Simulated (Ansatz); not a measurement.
We consider rock-salt RbBr, described by G0W0@LDA in Ansatz (plane waves, hard PAW, contour deformation).

The cell has the measured lattice parameters. Conventional cell: a = 6.8908 Å, b = 6.8908 Å, c = 6.8908 Å, α = 90.00°, β = 90.00°, γ = 90.00°.

The quasiparticle gap at Γ at a fixed k mesh 2×2×2:

```tsv
response cutoff	value (eV)
150 eV, 627 empty bands	6.490
200 eV, 965 empty bands	6.542
250 eV, 1349 empty bands	6.569
300 eV, 1773 empty bands	6.583
```

Task: Taking the value to converge with the response cutoff E as E^(−3/2), extrapolate from the last two rows.

Result: With y = y∞ + c/w and weights w = 3953 and 5196 for the last two rows, y∞ = (w2 y2 − w1 y1)/(w2 − w1) = (5196 × 6.583 − 3953 × 6.569)/1243 = 6.628 eV, which lies 0.045 beyond the last row. Successive pairs of rows give 6.638, 6.637, 6.628. The limit also hangs on the law assumed, so its last digits aren't firm.

The other settings are not extrapolated, so this is the limit in one setting alone.

Spin–orbit coupling is not included.

Ansatz is a program for electronic structure.
